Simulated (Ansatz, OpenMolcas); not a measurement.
## Worked example: the enthalpy of formation of BOF (SMILES O=BF)

BOF has 3 atoms, charge 0, and is taken as a singlet. SMILES: `O=BF`. The shape is that of a PBE0-D4/def2-TZVP optimisation.

```xyz
3

O     0.9831   -0.5651    0.4799
B     0.0203   -0.0116    0.0099
F    -1.0034    0.5768   -0.4898
```

Total energies at BHLYP/cc-pVTZ (OpenMolcas 26.06); the atoms run unrestricted:

| species | state | energy (Eh) |
| --- | --- | --- |
| BOF | singlet | -199.998545 |
| O | triplet | -75.072926 |
| B | doublet | -24.653550 |
| F | doublet | -99.737784 |

Harmonic wavenumbers at PBE0-D4/def2-TZVP, in cm⁻¹: 514, 514, 1033, 2150.

Measured heats of formation of the gaseous atoms at 298.15 K, in kJ/mol: O 249.2, B 570.3, F 79.4. Spin-orbit lowering of the atoms at 298 K (mean of the ground term's levels less their thermal mean, from spectra), in kJ/mol: O 0.40, B 0.00, F 1.29. Take 1 Eh = 2625.50 kJ/mol, 1 cm⁻¹ = 0.0119627 kJ/mol, RT = 2.479 kJ/mol.

Problem. What heat of formation follows?

Solution. 
1. Electronic atomisation energy: (-75.072926) + (-24.653550) + (-99.737784) − (-199.998545) = 0.534285 Eh = 1402.8 kJ/mol.
2. Zero-point energy: half the sum of the wavenumbers, 2105.5 cm⁻¹ = 25.2 kJ/mol.
3. Thermal vibrational enthalpy, Σ hcν̃/(exp(hcν̃/kT) − 1): 1.2 kJ/mol. Translation, rotation and pV of a linear molecule: 3.5 RT = 8.7 kJ/mol.
4. The 3 free atoms carry 5/2 RT each: 18.6 kJ/mol.
5. Spin-orbit coupling lowers the free atoms by 0.40 + 0.00 + 1.29 = 1.7 kJ/mol.
6. Atomisation enthalpy at 298 K: 1402.8 − 1.7 − 25.2 − 1.2 − 8.7 + 18.6 = 1384.6 kJ/mol.
7. Sum of the atoms' heats of formation: 898.9 kJ/mol. Heat of formation: 898.9 − 1384.6 = -485.7 kJ/mol.

The tabulated value is -602.5 kJ/mol (NIST-JANAF tables; in doubt: it rests on an older heat of the boron atom), so this level is off by +116.8 kJ/mol, or 7.8 % of the atomisation enthalpy that the table implies (1501.4 kJ/mol). Hybrids with much exact exchange underbind. Anharmonicity and any spin-orbit splitting of the molecule are left out.
